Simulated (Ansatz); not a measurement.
Computed with frozen-core CCSD(T)/cc-pVTZ // r2SCAN-D4/def2-TZVP run with Ansatz (a program for electronic structure).

Ansatz 0.2 input:
```yaml
crystal:
  periodic: [false, false, false]
  atoms:
    - { symbol: C, position_ang: [0.0, 0.0, 0.0] }
    - { symbol: H, position_ang: [-0.59287, -0.746371, -0.526763] }
    - { symbol: H, position_ang: [-0.420411, 0.98885, -0.177408] }
    - { symbol: H, position_ang: [-0.012869, -0.213704, 1.067805] }
    - { symbol: H, position_ang: [1.026151, -0.028775, -0.363635] }
basis:
  gaussian: { orbitals: cc-pVTZ }
correlation:
  method: ccsd_t
```

Output:

```
Functional definition: HF
464 factors; integrals over basis functions are off by at most 8.8e-4 eV
mean field evaluation 1: about -1093.1137 eV, gradient 2.2e1 eV
mean field evaluation 2: about -1093.1122 eV, gradient 2.2e1 eV
mean field evaluation 4: about -1094.2498 eV, gradient 1.5e0 eV
mean field evaluation 8: about -1094.2607 eV, gradient 1.7e-4 eV
mean field evaluation 16: about -1094.2605 eV, gradient 2.1e-1 eV
mean field -1094.26066781 eV, -40.2133378254 hartree, gradient 1.7e-6 eV, S^2 0.000000; 0 other end points of the search recorded, 0 dependent functions left out
1 core orbitals not correlated
reference -1094.26066781 eV, -40.2133378254 hartree; 4, 4 occupied and 81, 81 virtual orbitals, 464 factors
second order -5.39582490 eV of doubles, -0.00000000 eV of singles
cycle   1  -5.78472562 eV  change   -3.9e-1 eV  update   4.2e-2
cycle   2  -5.92917187 eV  change   -1.4e-1 eV  update   1.2e-2
cycle   3  -5.94519921 eV  change   -1.6e-2 eV  update   3.6e-3
cycle   4  -5.94501034 eV  change    1.9e-4 eV  update   8.0e-4
cycle   5  -5.94512039 eV  change   -1.1e-4 eV  update   1.7e-4
cycle   6  -5.94512552 eV  change   -5.1e-6 eV  update   3.4e-5
cycle   7  -5.94513973 eV  change   -1.4e-5 eV  update   7.5e-6
cycle   8  -5.94513983 eV  change   -1.0e-7 eV  update   1.3e-6
perturbative correction -0.17094752 eV, -0.0062822054 hartree
Total energy: -1100.37675515 eV, -40.4380998897 hartree
```

Cost: around 1.3 core-seconds (rough).
